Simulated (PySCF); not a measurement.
A structure optimised at B3LYP-D3(BJ)/def2-SVP, used in a PySCF frequency run:

```xyz
11

C      1.2754     0.0000     0.2586
C      0.0000     0.0000    -0.5840
C     -1.2754     0.0000     0.2586
H      2.1800     0.0000    -0.3704
H      1.3222    -0.8885     0.9108
H      1.3222     0.8885     0.9108
H      0.0000     0.8807    -1.2506
H      0.0000    -0.8807    -1.2506
H     -2.1800     0.0000    -0.3704
H     -1.3222     0.8885     0.9108
H     -1.3222    -0.8885     0.9108
```
Charge 0, spin multiplicity 1.

Write its SMILES, formula and point group.

CCC, C3H8, C2v

What are its rotational constants (standard atomic weights)?

29.349, 8.3599, 7.4125 GHz
